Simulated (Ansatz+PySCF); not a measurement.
triplet C₂H₄: levels of theory in one basis

```yaml
atoms:
  - { symbol: C, position_ang: [0.0000, 0.0000, -0.7234] }
  - { symbol: C, position_ang: [0.0000, 0.0000, 0.7234] }
  - { symbol: H, position_ang: [0.0000, -0.9325, -1.3026] }
  - { symbol: H, position_ang: [0.0000, 0.9325, -1.3026] }
  - { symbol: H, position_ang: [-0.9325, 0.0000, 1.3026] }
  - { symbol: H, position_ang: [0.9325, 0.0000, 1.3026] }
```

Basis set: def2-SVP (spherical functions). Left uncorrelated: 2 orbitals. Correlation on ROHF uses semicanonical orbitals with singles. Charge 0, multiplicity 3.

Computed with Ansatz (development build ahead of 0.2.0); each method stands on the lowest determinant of its kind that the runs found. NEVPT2 correlates all electrons. Active spaces start from the frontier orbitals, and the lowest solution found is given.

| method | E − E(ROHF) (eV) | <S²> of the determinant |
| --- | --- | --- |
| ROHF | 0.00 | 2.00 |
| UHF | -0.16 | 2.01 |
| ROHF-MP2 | -6.58 | – |
| UHF-MP2 | -6.55 | 2.01 |
| ROHF-CCSD | -7.51 | – |
| UHF-CCSD | -7.52 | 2.01 |
| ROHF-CCSD(T) | -7.69 | – |
| UHF-CCSD(T) | -7.69 | 2.01 |
| CASSCF(4,4) | -0.45 | – |

Question: What does SC-NEVPT2(4,4) give on the same scale?

Answer: -6.73 eV. NEVPT2 here correlates all electrons, so it doesn't share the others' frozen core.

Question: Is a single determinant a sound starting point here?

Answer: By this sign, yes. Unrestricted orbitals gain 0.16 eV and <S²> is 2.01 against 2.00 for a pure state. The CASSCF(4,4) natural occupations are 1.98, 1.00, 1.00, 0.02.

Caution: another spin multiplicity may lie lower. Caution for CASSCF(4,4): other starts end on other solutions of this active space.
